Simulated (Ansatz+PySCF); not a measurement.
Values are calculated unless marked as measured or tabulated.
Input for PySCF 2.14.0:

```python
from pyscf import gto, scf, cc

mol = gto.M(atom="""
B 0.000000 0.000000 0.000000
N 0.000000 0.000000 1.810000
""", basis='sto-3g', charge=0, spin=0)
mf = scf.UHF(mol)
mf.kernel()
mycc = cc.CCSD(mf, frozen=2).run()
et = mycc.ccsd_t()
print(mf.e_tot, mycc.e_corr, et, mycc.e_tot + et)
```

The script is written out from the run's settings.

Results

```yaml
Converged: yes
Reference_energy: -77.66140 hartree
CCSD_correlation_energy: -0.21983 hartree
Triples_correction: -0.04793 hartree
Total_energy: -77.92917 hartree
Spin_squared_of_the_determinant: 0.000
```

This is not the lowest solution: another run reaches a determinant 5.27 eV lower. Caution: large amplitudes, a single reference is doubtful; another spin multiplicity may lie lower.
